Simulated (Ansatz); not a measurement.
# N2H3 (quartet): from Hartree-Fock to the top rungs, def2-QZVPP

The task here is to estimate one member of a computed series from the others.

The runs use Ansatz 0.2.0, Gaussian basis; def2-QZVPP, core rule «outside noble gas», up to 2 orbitals frozen.

The runs, in order: UHF; ROHF; CCSD(T) on UHF.

2 further runs of the same task are left out: 2 set aside as unsound or not needed.

### The geometry

The geometry is a PBE0/def2-TZVP stationary point (not a proven minimum) of the parent state, kept for this charge and spin.

5 atoms, charge 0, spin multiplicity 4.

Atoms are counted from 1 here; the program's logs count them from 0.

Bond lengths: N1–N2 1.338 Å, N1–H3 1.012 Å, N1–H4 1.007 Å, N2–H5 1.021 Å. Angles: N2–N1–H3 120.9°, N2–N1–H4 113.9°, H3–N1–H4 114.6°, N1–N2–H5 106.1°.

Coordinates:

```xyz
5

N    -0.0603   -0.0531    0.6220
N     0.0341    0.1229   -0.7009
H     0.2133   -0.9277    1.0504
H     0.1666    0.7675    1.1607
H    -0.0163   -0.8095   -1.1147
```

Set-up of the first run:

in.yaml

```yaml
crystal:
  periodic: [false, false, false]
  atoms:
    - {symbol: N, position_ang: [-0.060277, -0.053084, 0.622021]}
    - {symbol: N, position_ang: [0.034117, 0.122863, -0.700923]}
    - {symbol: H, position_ang: [0.213328, -0.927712, 1.050447]}
    - {symbol: H, position_ang: [0.166554, 0.767486, 1.160673]}
    - {symbol: H, position_ang: [-0.016346, -0.809450, -1.114669]}
basis:
  gaussian: {orbitals: "def2-QZVPP.json"}
magnetization: {spin_polarized: true, initial_magnetization: 3}
hamiltonian: {xc: hf}
output: {orbitals: {seedname: orbitals}}
```

The run is started by

```bash
$ ansatz run in.yaml --threads 1 --pin off --events-out ev --progress --plain --max-ram 2393MiB
```

Among the steps run: UHF; ROHF; CCSD(T) on UHF.

One table of the session follows, with a row left open; its other results are not shown here.

It belongs to the step «Misses and costs». 

```
  method  from UCCSD(T) (kJ/mol)
    ROHF                 +1180.1
     UHF                 +1152.0
    UMP2                       ?
   UCCSD                   +49.7
UCCSD(T)                       0
```

Estimate the missing values for UMP2.

The run gave: from UCCSD(T) (kJ/mol): +107.0. In the column «from UCCSD(T) (kJ/mol)» it lies between UCCSD (+49.7) and UHF (+1152.0).
